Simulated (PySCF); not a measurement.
Variants of one PySCF input: OF

Base input, run as `python input.py` with PySCF 2.14:

```python
from pyscf import gto, scf, cc

mol = gto.M(
    atom='O 0 0 0; F 0 0 1.276',
    basis='cc-pvtz',
    charge=0,
    spin=1,
    verbose=4,
)
mf = scf.UHF(mol)
mf.kernel()
mycc = cc.CCSD(mf, frozen=2)
mycc.kernel()
e = mycc.ipccsd(nroots=5)[0]
print('roots (eV) =', (e*27.211386).round(3))
mf.dip_moment()
print('orbital energies (hartree):', [e[max(0, n-3):n+3].round(4) for e, n in zip(mf.mo_energy, mol.nelec)])
```

Base result: E(SCF) = -174.192277 Eh, 13 cycles, E(CCSD) − E(SCF) = -0.45756 Eh, ⟨S²⟩ = 0.759, μz(SCF) = -0.20 D, ionisation roots 12.409, 13.070, 14.338, 18.219, 18.364 eV. The bond length is a typed value, not an optimised one. No search for the lowest solution was made.

Wall time 16 s on one thread of a shared host.

Each row names what differs from the base; energies in brackets are changes from the base.

| change | result |
| --- | --- |
| PCM solvent, dielectric constant: none → 32.6; step after the SCF: eomip → analyze | E(SCF) = -174.192852 Eh (-0.0156 eV), 13 cycles, ⟨S²⟩ = 0.759, μz(SCF) = -0.23 D |
| geometry: bond 1.276 → bond 1.365 | E(SCF) = -174.191549 Eh (+0.0198 eV), 14 cycles, E(CCSD) − E(SCF) = -0.46216 Eh, ⟨S²⟩ = 0.776, μz(SCF) = -0.47 D, ionisation roots 12.870, 13.553, 14.789, 17.456, 17.972 eV |
| frozen orbitals: 2 → 0 | E(SCF) = -174.192277 Eh (+0.0000 eV), 13 cycles, E(CCSD) − E(SCF) = -0.48171 Eh, ⟨S²⟩ = 0.759, μz(SCF) = -0.20 D, ionisation roots 12.425, 13.087, 14.355, 18.232, 18.424 eV |
| smearing width (hartree): none → 0.2; step after the SCF: eomip → none [unsound on purpose] [smearing does not keep the typed spin] | E(SCF) = -173.555020 Eh (+17.3406 eV), 14 cycles, μz(SCF) = 0.63 D |
| functional: none (Hartree–Fock) → wb97x; SCF type: UHF → UKS; step after the SCF: eomip → analyze | E(SCF) = -174.897636 Eh, 11 cycles, ⟨S²⟩ = 0.753, μz(SCF) = 0.23 D |
| basis set: cc-pvtz → cc-pvdz-dk; spin-free X2C: off → on | E(SCF) = -174.271597 Eh, 12 cycles, E(CCSD) − E(SCF) = -0.35113 Eh, ⟨S²⟩ = 0.758, μz(SCF) = -0.28 D, ionisation roots 12.008, 12.682, 13.971, 17.505, 17.855 eV |
| DIIS space: default → off | E(SCF) = -174.192277 Eh (+0.0000 eV), 34 cycles, E(CCSD) − E(SCF) = -0.45756 Eh, ⟨S²⟩ = 0.759, μz(SCF) = -0.20 D, ionisation roots 12.409, 13.070, 14.338, 18.219, 18.364 eV |
| step after the SCF: eomip → mp2 | E(SCF) = -174.192277 Eh (+0.0000 eV), 13 cycles, E(MP2) − E(SCF) = -0.44429 Eh, ⟨S²⟩ = 0.759, μz(SCF) = -0.20 D |
| geometry: bond 1.276 → bond 1.238 | E(SCF) = -174.187788 Eh (+0.1221 eV), 13 cycles, E(CCSD) − E(SCF) = -0.45546 Eh, ⟨S²⟩ = 0.759, μz(SCF) = -0.06 D, ionisation roots 12.165, 12.820, 14.094, 18.218, 18.606 eV |
| charge: 0 → 1; spin (2S): 1 → 2 [another spin of the ion may lie lower] [a high spin state] | E(SCF) = -173.754632 Eh (+11.9089 eV), 13 cycles, E(CCSD) − E(SCF) = -0.43676 Eh, ⟨S²⟩ = 2.038, ionisation roots 27.517, 27.517, 30.088, 30.088, 32.167 eV |
| electric field along z (a.u.): none → 0.001 | E(SCF) = -174.192204 Eh (+0.0020 eV), 13 cycles, E(CCSD) − E(SCF) = -0.45770 Eh, ⟨S²⟩ = 0.759, μz(SCF) = -0.17 D, ionisation roots 12.385, 13.044, 14.308, 18.179, 18.340 eV |
| cycle limit: 50 → 8 | not converged: SCF after 8 cycles |
| electric field along z (a.u.): none → 0.005 | E(SCF) = -174.192012 Eh (+0.0072 eV), 13 cycles, E(CCSD) − E(SCF) = -0.45826 Eh, ⟨S²⟩ = 0.759, μz(SCF) = -0.07 D, ionisation roots 12.289, 12.942, 14.191, 18.019, 18.240 eV |
| step after the SCF: eomip → ccsd | E(SCF) = -174.192277 Eh (+0.0000 eV), 13 cycles, E(CCSD) − E(SCF) = -0.45756 Eh, ⟨S²⟩ = 0.759, μz(SCF) = -0.20 D |
| charge: 0 → 1; spin (2S): 1 → 0 [an earlier cycle lay lower, so not the lowest solution of its kind] [another spin of the ion may lie lower] | E(SCF) = -173.631070 Eh (+15.2712 eV), E(CCSD) − E(SCF) = -0.48539 Eh, ionisation roots 25.983, 25.983, 31.081, 31.082, 31.189 eV |
| basis set: cc-pvtz → def2-tzv2p [unsound on purpose] | stops with BasisNotFoundError (def2-tzv2p) |
| Cartesian functions: off → on | E(SCF) = -174.193166 Eh (-0.0242 eV), 13 cycles, E(CCSD) − E(SCF) = -0.46021 Eh, ⟨S²⟩ = 0.759, μz(SCF) = -0.18 D, ionisation roots 12.428, 13.089, 14.358, 18.239, 18.395 eV |

**Question.** Order these changes by how far they move the SCF energy from the base, largest first: (1) Cartesian functions: off → on; (2) PCM solvent, dielectric constant: none → 32.6; step after the SCF: eomip → analyze; (3) geometry: bond 1.276 → bond 1.238; (4) geometry: bond 1.276 → bond 1.365.

**Answer.** (3) +0.1221 eV, (1) -0.0242 eV, (4) +0.0198 eV, (2) -0.0156 eV.
